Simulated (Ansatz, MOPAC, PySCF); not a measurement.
Species: C3H7O, charge 0, multiplicity 2. SMILES: [CH2]OCC
Geometry from a B3LYP-D3(BJ)/def2-TZVP (Ansatz, a program for electronic structure) optimisation:
```xyz
11

O      0.1665    -0.7093     0.1652
C     -0.0138     0.6792    -0.1182
C      1.4396    -1.1572     0.0994
C     -1.4905     0.9946    -0.0588
H      0.5477     1.2666     0.6160
H      0.3972     0.8950    -1.1115
H      2.1572    -0.5996    -0.4916
H      1.5421    -2.2189     0.2624
H     -2.0409     0.4061    -0.7938
H     -1.8914     0.7728     0.9309
H     -1.6552     2.0527    -0.2691
```
Charge 0, spin multiplicity 2.

Quantity: size of the dipole moment, in D. Conventions: six Cartesian d functions in 6-31G* and its kin unless marked 5d; dispersion terms only where a functional's name holds one; 6-311+G** with 5d; no spin-orbit coupling; non-relativistic; LANL2DZ all-electron up to Ne; UHF or UKS for open shells. First-principles rows: single points at B3LYP-D3(BJ) geometries (Ansatz). Semi-empirical rows: dipoles at the shared geometry.

| level | program | size of the dipole moment (D) |
|---|---|---|
| PM3 | MOPAC | 1.25 |
| MNDO | MOPAC | 1.33 |
| PBE/LANL2DZ | Ansatz | 1.76 |
| BLYP/6-31G* | Ansatz | 1.30 |
| B3LYP/STO-3G | Ansatz | 1.42 |
| B3LYP/6-31G* | Ansatz | 1.33 |
| B3LYP/6-31G** | Ansatz | 1.33 |
| B3LYP/cc-pVDZ | Ansatz | 1.28 |
| PBE0/6-311+G** | Ansatz | 1.50 |
| M06-2X/6-31G* (5d) | PySCF | 1.34 |

No value to compare with is used here. The 10 habitual levels span 1.25 (PM3) to 1.76 D (PBE/LANL2DZ).

The levels are drawn from those run, B3LYP/6-31G* more often than the rest, none by its result; runs whose electronic state is in doubt are left out.
